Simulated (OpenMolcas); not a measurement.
**MP2/ANO-XS-VDZ (DKH2) run of BH3 (borane)**

What is the energy change on altering one bond length of BH3 (borane) at MP2/ANO-XS-VDZ (DKH2)? 

The results are computed with OpenMolcas 26.06.

10 further runs of the same task are left out: 2 that didn't finish, 8 set aside as unsound or not needed.

### 1 The molecule

The species is BH3 (4 atoms), meant as a singlet with charge 0. SMILES: `B`. The coordinates come from a PBE0-D4/def2-TZVP relaxation.

Bond lengths: B1–H2 1.193 Å, B1–H3 1.193 Å, B1–H4 1.193 Å. Angles: H2–B1–H3 120.0°, H2–B1–H4 120.0°, H3–B1–H4 120.0°.

### 2 Energy and forces at MP2/ANO-XS-VDZ (DKH2)

The input, geom.xyz:

```xyz
4

B      0.013900    -0.015100    -0.005100
H      0.982200     0.381700     0.568800
H     -0.276200    -1.171800     0.043000
H     -0.664400     0.744900    -0.626900
```

The input, test.inp:

```
&gateway
coord=geom.xyz
basis=ANO-XS-VDZ
group=NoSym
&seward
relativistic=R02E00
&scf
prorbitals=1 2
&mbpt2
frozen=1
grdt
&alaska
```

The run is started by

```bash
export MOLCAS_MEM=1860
pymolcas test.inp > test.log
```

Standard output (excerpt; [...] marks lines left out):

```text
--- Start Module: gateway ---
[...]
--- Stop Module: gateway /rc=_RC_ALL_IS_WELL_ ---
[...]
      Basis functions           15
[...]
       Convergence after   7 Iterations
[...]
::    Total SCF energy                                -26.3817665315
[...]
      Total spin, S                                     0.0000000000
[...]
      Total electronic charge=    8.000000
      Total            charge=   -0.000000
[...]
--- Start Module: mbpt2 ---
[...]
WARNING!
Default frozen orbitals as non valence orbitals is overwritten by user input.
Default values:   1
[...]
       Reference weight ( Cref**2 )         =        0.97773
::    Total MBPT2 energy                              -26.4333176919
[...]
      Dipole Moment (debye):
      Origin of the operator (angstrom)=    0.0139   -0.0151   -0.0051
                   X=  5.6399E-05               Y= -2.4533E-05               Z= -1.6835E-04           Total=  1.7924E-04
      Quadrupole Moment (debye*angstrom):
[...]
      Total MBPT2 calculations                           0.07      0.12
--- Stop Module: mbpt2 /rc=_RC_ALL_IS_WELL_ ---
--- Start Module: alaska ---
[...]
 *              Molecular gradients               *
 **************************************************
  Irreducible representation: a
 ------------------------------------------------------------------------------------------
                              X                       Y                       Z
 ------------------------------------------------------------------------------------------
  B1               -1.39561498128704E-06    5.02401982481774E-06   -2.27325577800692E-05
  H2               -6.98702256137618E-03   -2.85485225441612E-03   -4.13529549131519E-03
  H3                2.08645267308932E-03    8.33857700510277E-03   -3.42449837748005E-04
  H4                4.90196550326782E-03   -5.48874877051075E-03    4.50047788684360E-03
 ------------------------------------------------------------------------------------------
--- Stop Module: alaska /rc=_RC_ALL_IS_WELL_ ---
[...]
```

It took 2.1 s on 1 thread of Arm Neoverse V1, shared host; peak memory 0.37 GiB.

### 3 The distorted shape

The input, geom.xyz:

```xyz
4

B      0.449042     1.719918    -0.077249
H      1.417342     2.116718     0.496651
H     -0.276200    -1.171800     0.043000
H     -0.229258     2.479918    -0.699049
```

The input, test.input:

```
* BH3 MP2

&GATEWAY
 Coord=geom.xyz
 Basis=ANO-XS-VDZ
 Group=NoSym

&SEWARD
 Relativistic=R02E00

&SCF
 PrOrbitals=1 2

&MBPT2
 Frozen=1
 Grdt

&ALASKA
```

The run is started by

```bash
export MOLCAS_MEM=1860
pymolcas test.input > test.log
```

Standard output (excerpt; [...] marks lines left out):

```text
--- Start Module: gateway ---
[...]
--- Stop Module: gateway /rc=_RC_ALL_IS_WELL_ ---
[...]
      Basis functions           15
[...]
       Convergence after  10 Iterations
[...]
::    Total SCF energy                                -26.1585907103
[...]
      Total spin, S                                     0.0000000000
[...]
      Total electronic charge=    8.000000
      Total            charge=   -0.000000
[...]
--- Start Module: mbpt2 ---
[...]
WARNING!
Default frozen orbitals as non valence orbitals is overwritten by user input.
Default values:   1
[...]
       Reference weight ( Cref**2 )         =        0.92185
::    Total MBPT2 energy                              -26.2416103258
[...]
      Dipole Moment (debye):
      Origin of the operator (angstrom)=    0.4178    1.5953   -0.0721
                   X=  4.2457E-01               Y=  1.6930E+00               Z= -7.0426E-02           Total=  1.7469E+00
      Quadrupole Moment (debye*angstrom):
[...]
      Total MBPT2 calculations                           0.07      0.12
--- Stop Module: mbpt2 /rc=_RC_ALL_IS_WELL_ ---
--- Start Module: alaska ---
[...]
 *              Molecular gradients               *
 **************************************************
  Irreducible representation: a
 ------------------------------------------------------------------------------------------
                              X                       Y                       Z
 ------------------------------------------------------------------------------------------
  B1                4.96550358012759E-03    1.98372975385501E-02   -8.40894044934100E-04
  H2               -9.75963997069274E-03    7.68386316758451E-03   -8.25543327217759E-03
  H3               -7.60181393316761E-03   -3.03078284924951E-02    1.26102866000228E-03
  H4                1.23959503237333E-02    2.78666778636139E-03    7.83529865710997E-03
 ------------------------------------------------------------------------------------------
--- Stop Module: alaska /rc=_RC_ALL_IS_WELL_ ---
[...]
```

Run time: 2.1 s. Hardware: 1 thread of Arm Neoverse V1, shared host; peak memory 0.37 GiB.

### 4 Outcome

At MP2/ANO-XS-VDZ (DKH2), 1 core orbital frozen:

```
                                                         quantity         value
                                        first shape: total energy  -26.43332 Eh
                  first shape: dipole moment (mean-field density)        0.00 D
                 first shape: HOMO energy (Hartree–Fock orbitals)     -13.50 eV
                 first shape: LUMO energy (Hartree–Fock orbitals)       1.80 eV
               first shape: HOMO–LUMO gap (Hartree–Fock orbitals)      15.30 eV
          first shape: correlation energy (1 core orbital frozen)     -51.6 mEh
                            first shape: largest force on an atom    0.444 eV/Å
                                    distorted shape: total energy  -26.24161 Eh
              distorted shape: dipole moment (mean-field density)        3.52 D
             distorted shape: HOMO energy (Hartree–Fock orbitals)      -7.95 eV
             distorted shape: LUMO energy (Hartree–Fock orbitals)      -0.27 eV
           distorted shape: HOMO–LUMO gap (Hartree–Fock orbitals)       7.68 eV
      distorted shape: correlation energy (1 core orbital frozen)     -83.0 mEh
                        distorted shape: largest force on an atom    1.608 eV/Å
energy change with the B1–H3 bond stretched from 1.193 to 2.984 Å      5.217 eV
```

One bond (distorted shape) is far stretched, which a spin-restricted single reference describes badly; perturbation theory on it can break down and give far too much correlation. With the B1–H3 bond stretched from 1.193 to 2.984 Å the energy rises by 5.22 eV (503 kJ/mol). The first shape isn't relaxed at this level, so the change isn't measured from a minimum. A restricted reference can't describe the breaking bond well at this length. The largest force (first shape) is 0.44 eV/Å: the shape isn't a stationary point for this species at this level. Mulliken charges (distorted shape) of the mean-field density run from -0.19 on H3 to +0.11 on B1; they depend strongly on the basis.
